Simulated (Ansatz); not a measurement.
**H2S (singlet): from Hartree-Fock to the top rungs at distance S1–H3 = 4.491 Å, 6-31G**

How much of the correlation energy of H2S (singlet) does each wave-function method recover here?

Program: Ansatz 0.2.0, Gaussian basis. Level of theory: 6-31G, core rule «outside noble gas», up to 5 orbitals frozen. These are calculated values, not measurements.

The runs, in order: UHF; CCSD(T) on RHF; CCSD(T) on UHF; BCCD(T) on RHF; CISD; CCSDT(Q) on RHF; CCSDT(Q) on UHF; CISDTQ; CCSDTQ on RHF; CCSDTQ on UHF; CASSCF and MRCISD+Q, 2 electrons in 2 orbitals; CASSCF and NEVPT2, 2 electrons in 2 orbitals; CASSCF and MRCISD+Q, 8 electrons in 6 orbitals; CASSCF and NEVPT2, 8 electrons in 6 orbitals; Full CI.

14 further runs of the same task are left out: 9 that didn't finish, 5 set aside as unsound or not needed. Runs told in other sessions of the task aren't counted.

**1. The geometry**

The geometry derives from a PBE0/def2-TZVP stationary point (not a proven minimum). One bond is set to the value named and the two fragments are kept rigid.

3 atoms, charge 0, spin multiplicity 1.

Atoms are counted from 1 here; the program's logs count them from 0.

Bond lengths: S1–H2 1.341 Å.

**2. UHF**

in.yaml

```yaml
crystal:
  periodic: [false, false, false]
  atoms:
    - {symbol: S, position_ang: [0.000000, -0.119495, -0.067179]}
    - {symbol: H, position_ang: [0.000000, 0.809656, -1.034381]}
    - {symbol: H, position_ang: [0.000000, 2.991762, 3.171518]}
basis:
  gaussian: {orbitals: 6-31G}
magnetization: {spin_polarized: true, initial_magnetization: 0}
hamiltonian: {xc: hf}
output: {orbitals: {seedname: orbitals}}
```

Run with:

```console
$ ansatz run in.yaml --threads 1 --pin off --events-out ev --progress --plain --max-ram 2393MiB
```

Further steps of the session: CCSD(T) on RHF; CCSD(T) on UHF; BCCD(T) on RHF; CISD; CCSDT(Q) on RHF; CCSDT(Q) on UHF; CISDTQ; CCSDTQ on RHF; CCSDTQ on UHF; CASSCF and MRCISD+Q, 2 electrons in 2 orbitals; CASSCF and NEVPT2, 2 electrons in 2 orbitals; CASSCF and MRCISD+Q, 8 electrons in 6 orbitals; CASSCF and NEVPT2, 8 electrons in 6 orbitals; Full CI.

**Question.** What will the summary of the whole plan be? Wanted: FCI from the RHF energy; RMP2 from FCI; UMP2 from FCI; RCCSD from FCI; RCCSD(T) from FCI; UCCSD(T) from FCI; RCCSDT(Q) from FCI; UCCSDT(Q) from FCI; NEVPT2 pair from FCI.

The runs gave:

| quantity | value |
| --- | --- |
| FCI from the RHF energy | -6.6786 eV |
| RMP2 from FCI | +24.20 kcal/mol |
| UMP2 from FCI | +7.23 kcal/mol |
| RCCSD from FCI | +3.02 kcal/mol |
| RCCSD(T) from FCI | -2.13 kcal/mol |
| UCCSD(T) from FCI | +0.10 kcal/mol |
| RCCSDT(Q) from FCI | -0.01 kcal/mol |
| UCCSDT(Q) from FCI | +0.02 kcal/mol |
| NEVPT2 pair from FCI | +7.23 kcal/mol |
| MRCISD+Q pair from FCI | -0.12 kcal/mol |
| NEVPT2 valence from FCI | +5.42 kcal/mol |
| levels within 1 kcal/mol (43 meV) | UCCSD, UCCSD(T), RCCSDT, UCCSDT, CISDTQ, RCCSDT(Q), UCCSDT(Q), RCCSDTQ, UCCSDTQ, MRCISD pair, MRCISD+Q pair, MRCISD valence, MRCISD+Q valence |
| T1 diagnostic | 0.038 |
| effectively unpaired electrons | 2.01 |

**Reading.** RCCSD(T) lands -2.13 kcal/mol from the yardstick (1.4 % of the correlation energy). CCSD(T) misses by -2.13 kcal/mol on the restricted determinant and by +0.10 kcal/mol on the unrestricted one; the two need not hold the same state or core. RCCSD(T), BCCD(T), MRCISD+Q pair fall below full CI, which methods that aren't variational can do. The occupations show strong static correlation (2.0 unpaired electrons where one determinant has 0). Coupled cluster on one determinant still stays close here. Of the multireference levels listed MRCISD+Q valence comes nearest in total energy (+0.11 kcal/mol), which doesn't show that its space is the better one. These misses are within one basis, not against nature.
